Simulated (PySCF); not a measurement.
Cartesian coordinates in Å; atom numbers follow the order of the lines, from 1:
```xyz
13

C     2.174    0.421    0.481
C     1.267    0.139   -0.454
C     0.058   -0.727   -0.249
C    -1.224    0.007   -0.504
C    -2.162    0.172    0.421
F    -3.294    0.831    0.189
H     3.033    1.063    0.268
H     2.091    0.021    1.496
H     1.385    0.568   -1.458
H     0.064   -1.140    0.773
H     0.119   -1.591   -0.937
H    -1.394    0.442   -1.495
H    -2.100   -0.209    1.446
```

Geometry: PBE0-D3(BJ)/def2-SVP; GIAO shifts from PySCF 2.14.0 with density-fitted response routines, gas phase, non-relativistic, averaged over equivalent atoms.

At B97-D/pcSseg-1 (137 basis functions, 13 s wall time on 1 thread of an Arm Neoverse V2, shared host):
```
  atoms  δ (ppm)
     C5    152.5
     C2    139.9
     C1    116.0
     C4    109.8
     C3     37.4
     F6   -124.5
    H13     6.64
     H9     5.89
    H12     5.33
     H8     5.17
     H7     5.10
H10/H11     2.68
```

References, each an isolated molecule treated in the same way: TMS for 13C (σ = 179.17 ppm), 1H (σ = 31.41 ppm); CFCl3 for 19F (σ = 154.77 ppm).

Task: What do these become at PBE0/def2-TZVP?

Result: 
| atoms | δ at PBE0/def2-TZVP | change |
| --- | --- | --- |
| C5 | 156.8 | +4.3 |
| C2 | 146.3 | +6.4 |
| C1 | 120.5 | +4.5 |
| C4 | 115.2 | +5.4 |
| C3 | 36.2 | -1.2 |
| F6 | -125.7 | -1.2 |
| H13 | 6.72 | +0.08 |
| H9 | 6.14 | +0.25 |
| H12 | 5.51 | +0.18 |
| H8 | 5.28 | +0.11 |
| H7 | 5.20 | +0.10 |
| H10/H11 | 2.75 | +0.07 |

Scale: 13C (σ = 186.65 ppm), 1H (σ = 31.48 ppm) vs TMS; CFCl3 for 19F (σ = 178.85 ppm) (reference shieldings calculated alike).

The largest change is at C2 (alkene CH). Cost: 228 basis functions, 27 s wall time on 1 thread of an Arm Neoverse V1, shared host. The order of the carbon signals is the same at both levels.

Unscaled 19F shifts against computed CFCl3 carry errors that often reach 10 to 50 ppm.
